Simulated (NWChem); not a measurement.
# Basis-set convergence for formaldehyde (CH$_{2}$O)

```xyz
4

C      0.0000     0.0000     0.5244
O      0.0000     0.0000    -0.6753
H     -0.9447     0.0000     1.1280
H      0.9447     0.0000     1.1280
```
Charge 0, spin multiplicity 1.

Program: NWChem. Structure: optimised with B3LYP/def2-SVP, a minimum by its harmonic frequencies.

Quantity: dipole moment at the level B3LYP.

B3LYP has NWChem's definition, with VWN1-RPA local correlation. The Pople sets run with spherical d functions.

### Question
In def2-QZVP the value is 2.35 D. Among STO-3G, pcseg-1, 6-311G**, 6-311++G**, aug-pcseg-1, def2-TZVP, cc-pVTZ, def2-TZVPD, cc-pVQZ, which is the smallest basis within 0.05 D of it?

### Answer
pcseg-1, with 38 functions against 174 (also within reach: aug-pcseg-1, def2-TZVP, def2-TZVPD, cc-pVQZ). def2-QZVP isn't the basis-set limit itself, and a small set can land close by cancellation.

```csv
basis,functions,dipole moment (D)
STO-3G,12,1.28
pcseg-1,38,2.35
6-311G**,48,2.22
6-311++G**,58,2.43
aug-pcseg-1,64,2.37
def2-TZVP,74,2.32
cc-pVTZ,88,2.27
def2-TZVPD,95,2.37
cc-pVQZ,170,2.32
def2-QZVP,174,2.35
```
